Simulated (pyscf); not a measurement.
Optimised with ωB97X-D3(BJ)/def2-SVP in PySCF.

Q: For the elementary gas-phase step `[OH][CdH]` + `[OH2]` → `[OH][Cd][OH]` + `[H][H]` (singlet surface; Cd–H, H–O broken, Cd–O, H–H formed), what barrier and reaction energy does ωB97X-D3(BJ)/def2-TZVP give, measured from the separated reactants?

A: ΔE‡ = 116.7 kJ/mol, ΔE = +29.8 kJ/mol. ωB97M-D3(BJ)/def2-TZVP gives 123.1 kJ/mol and +38.4 kJ/mol. Zero-point energy shifts the barrier by -5.4 kJ/mol. It is a four-centre exchange, with an imaginary mode of 1278i cm⁻¹. On the reactant side the descent ends in an adduct with a Cd–O contact (not fully relaxed), 52.5 kJ/mol under the separated species and 169.2 kJ/mol under the saddle at ωB97X-D3(BJ)/def2-TZVP. What is counted as formed (Cd–O) is already present as a longer contact in the reactant adduct; forming that adduct is a step of its own. At the saddle there is also a short Cd–H contact that neither side keeps. This is the saddle that the search found; another between the same sides may lie lower. Elements past Kr carry the def2 core potentials, without spin-orbit coupling.
